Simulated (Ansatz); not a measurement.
A calculation with Ansatz (development build ahead of 0.2.0).

```yaml
crystal:
  periodic: [false, false, false]
  atoms:
    - { symbol: C, position_ang: [1.49554, -0.02685, 0.20728] }
    - { symbol: C, position_ang: [0.76087, 1.28807, -0.19859] }
    - { symbol: C, position_ang: [-0.75347, 1.28761, 0.19245] }
    - { symbol: C, position_ang: [-1.49017, -0.0188, -0.19484] }
    - { symbol: C, position_ang: [-0.69034, -1.29068, 0.21462] }
    - { symbol: C, position_ang: [0.74843, -1.30756, -0.24723] }
    - { symbol: H, position_ang: [1.48718, -0.00989, 1.29763] }
    - { symbol: H, position_ang: [2.43394, 0.01017, -0.20509] }
    - { symbol: H, position_ang: [0.77943, 1.28755, -1.28958] }
    - { symbol: H, position_ang: [1.20456, 2.17976, 0.17395] }
    - { symbol: H, position_ang: [-1.2614, 2.16291, -0.13739] }
    - { symbol: H, position_ang: [-0.73735, 1.29113, 1.29721] }
    - { symbol: H, position_ang: [-1.49831, 0.0148, -1.2837] }
    - { symbol: H, position_ang: [-2.42224, -0.00026, 0.17184] }
    - { symbol: H, position_ang: [-1.19112, -2.13132, -0.15488] }
    - { symbol: H, position_ang: [-0.8015, -1.29165, 1.31457] }
    - { symbol: H, position_ang: [1.26541, -2.10546, 0.19399] }
    - { symbol: H, position_ang: [0.78901, -1.31307, -1.35985] }
basis:
  gaussian: { orbitals: def2-SVP }
hamiltonian:
  xc: hf
correlation:
  method: mp2
  frozen_orbitals: { C: 1, H: 0 }
```

The input is written out in the form of the current development build from the run's settings.

The run gave:

```yaml
Converged: yes
Reference_energy: -234.01289 hartree
Correlation_energy: -0.85454 hartree
Total_energy: -234.86742 hartree
Spin_squared_of_the_determinant: 0.000
```

Caution: no unrestricted run beside it, a lower state can exist.
